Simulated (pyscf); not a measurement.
HO–SiH₃ + H• → HO–SiH₃ + H• (substitution at Si; doublet surface; H–Si broken, H–Si formed). PySCF, gas phase, ωB97X-D3(BJ)/def2-SVP geometries. Correlated levels are frozen-core, on RHF or UHF. ΔMP2 is the change of the MP2 total energy from the triple- to the quadruple-zeta basis. Energies in kcal/mol from the separated reactants.

| level | barrier | reaction energy |
|---|---|---|
| PBE/def2-TZVP | 3.7 | 0.0 |
| r²SCAN/def2-TZVP | 3.3 | 0.0 |
| PBE0-D3(BJ)/def2-TZVP | 7.4 | 0.0 |
| M06-2X/def2-TZVP | 12.8 | 0.0 |
| MP2/def2-QZVPP | 18.5 | 0.0 |
| CCSD/def2-TZVPP | … | 0.0 |
| CCSD(T)/def2-TZVPP + ΔMP2(QZVPP) | … | 0.0 |

Question: What belongs in the gaps?

Answer: 
- CCSD/def2-TZVPP, barrier: 15.7
- CCSD(T)/def2-TZVPP + ΔMP2(QZVPP), barrier: 13.8

Of the functionals in the table, M06-2X is closest to CCSD(T)/def2-TZVPP + ΔMP2(QZVPP) in the barrier (1.0 kcal/mol apart) and r²SCAN least close (10.5 kcal/mol); that level has limits of its own. The same reactants have a lower exit, to HO–SiH₂• + H₂ (barrier +4.9 kcal/mol at ωB97M-D3(BJ), against +11.4 kcal/mol here). One saddle was located; it need not be the lowest between these sides. The angle at the attacked Si is 150°. The CCSD(T) − MP2 part came from Ansatz, without density fitting, on the same reference.
